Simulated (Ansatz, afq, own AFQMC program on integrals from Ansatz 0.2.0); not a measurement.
**Where AFQMC and coupled cluster stand for CH$_{2}$B, quartet**

```xyz
4

B     0.0000   -0.1048    0.8024
C     0.0000   -0.0446   -0.7232
H     0.0000    0.8949    1.4725
H     0.0000    0.7607   -1.4612
```

Connectivity, by distances: BH–CH.

Basis cc-pVDZ. Only valence electrons are correlated. Ansatz 0.2.0 and our own AFQMC program on the same integrals; the CISD trial comes from CCSD amplitudes, and released means the phaseless constraint is let go. ± is one standard error of the sampling.

Determinant: UHF, the one that the program's search chose, which needn't be the lowest solution. The geometry is a PBE0/def2-TZVP stationary point of this or a neighbouring charge and spin state.

No full CI on the walks' own integrals is used here; CCSDT(Q) serves as the reference and is uncertain by about the last step of the cluster series.

Cautions: another spin lies lower.

- T1 diagnostic: 0.0174
- weight of the determinant in the CISD state: 0.915
- ⟨S²⟩ of the determinant: 3.760
- size of the correlated space: 9 electrons in 36 orbitals

| level | correlation energy (eV) |
| --- | --- |
| MP2 | -3.8375 |
| CCSD | -4.6938 |
| CCSD(T) | -4.8030 |

**Question.** Estimate where phaseless AFQMC with a CISD trial lies against CCSD(T) on the same integrals.

**Answer.** 1.6 ± 0.7 kJ/mol below CCSD(T).

Reference: CCSDT(Q), correlation energy -4.833 eV. The released energy is read at 2.40 1/Eh (meV from the phaseless value at times in 1/Eh: -6 ± 7 at 0.24, -9 ± 8 at 0.51, -11 ± 5 at 0.99, -11 ± 9 at 1.62, -20 ± 7 at 2.40).

```
         level  E − E(reference) (kJ/mol)  share of correlation (%)
       CCSD(T)                        2.9                     99.38
         CCSDT                        0.5                     99.90
   ph-AFQMC/HF                  4.1 ± 3.3                     99.12
 ph-AFQMC/CISD                  1.3 ± 0.7                     99.71
released AFQMC                 -0.6 ± 0.7                    100.12
```

A walk keeps the symmetry of its determinant, which the program's search chose and which needn't be the lowest solution, so a lower state of the same spin and another symmetry isn't excluded. Released energies are given only where the last usable release times agree within the noise; a slower fall can still hide under it.
